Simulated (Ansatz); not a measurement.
CHO, doublet: from triple and quadruple zeta to the limit

```xyz
3

O     0.0000    0.0746    0.5425
C     0.0000   -0.1522   -0.6041
H     0.0000    0.6297   -1.4126
```

Connectivity, by distances: O–CH.

Ansatz 0.2.0, UHF determinant, valence electrons correlated. Energies in eV.

```csv
set,X,functions,Hartree–Fock,MP2 correlation,CCSD(T) correlation,time
def2-TZVPP,3,76,-3083.0122,-9.9329,-10.5889,"1.2 s on 1 × NVIDIA H100 80GB HBM3 with 1 thread of AMD EPYC 7R13 Processor (Zen 3), on a shared host"
def2-QZVPP,4,144,-3083.1532,-10.6765,-11.2762,"1.8 s on 1 × NVIDIA H100 80GB HBM3 with 1 thread of AMD EPYC 7R13 Processor (Zen 3), with other jobs on the host"
```

Hartree–Fock is taken to follow E(X) = E∞ + A·exp(−7.88·√X), correlation E(X) = E∞ + B·X^−2.97.

Question: Work out the CCSD(T) energy at the limit, and how far the shortcut misses it that extrapolates MP2 and adds CCSD(T) minus MP2 from the smaller set.

Answer: Hartree–Fock: E∞ = E4 + 0.1377·(E4 − E3) = -3083.1726. Correlation: E∞ = E4 + 0.7407·(E4 − E3) = -11.7854 for CCSD(T) and -11.2272 for MP2. The limit is -3094.9579 eV, 0.529 eV below def2-QZVPP. The shortcut gives a correlation energy of -11.2272 + (-0.6560) = -11.8832, 98 meV lower than the direct value.
